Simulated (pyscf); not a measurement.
Single points on ωB97X-D3(BJ)/def2-SVP structures (PySCF, gas phase).

Question: Estimate the classical barrier height and the reaction energy of `[NH2][SiH]([Cl])[Cl]` + `[FH]` → `[NH2][Si]([F])([Cl])[Cl]` + `[H][H]` at ωB97M-D3(BJ)/def2-TZVP. The step runs on the singlet surface, breaks H–Si, F–H and forms F–Si, H–H; take the separated reactants as zero.

Answer: ΔE‡ = 1.08 eV, ΔE = -1.36 eV. Zero-point energy shifts the barrier by +0.02 eV. It is a four-centre exchange, with an imaginary mode of 1072i cm⁻¹. The same reactants have a lower exit, to NH₃ + F–SiH(Cl)–Cl (barrier +0.29 eV at ωB97M-D3(BJ), against +1.08 eV here). One saddle was located; it need not be the lowest between these sides.
